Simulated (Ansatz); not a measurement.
Basis-set extrapolation for `C=NCS` (PBE0-D4/def2-TZVP geometry, frozen core, Ansatz 0.2.0). Multiplicity 1, RHF reference.

|  | def2-TZVPP | def2-QZVPP |
| --- | --- | --- |
| HF | -530.655696 | -530.673316 |
| MP2 correlation | -0.712172 | -0.763018 |
| CCSD(T) correlation | -0.785685 | not run |

Energies in hartree. Use E(X) = E(∞) + A·exp(−7.88·√X) for Hartree–Fock and E(X) = E(∞) + B·X^(−2.97) for correlation, with X = 3 and 4, and add CCSD(T) minus MP2 of the smaller set to the MP2 limit.

What is the CCSD(T) energy at the basis-set limit?

HF limit: -530.673316 + (-0.017620) × 0.13774 = -530.67574. MP2 limit: -0.763018 + (-0.050846) × 0.74074 = -0.80068. Higher-order term: -0.785685 − (-0.712172) = -0.07351. Total: -531.54993 hartree, 285.0 kJ/mol below CCSD(T)/def2-TZVPP.
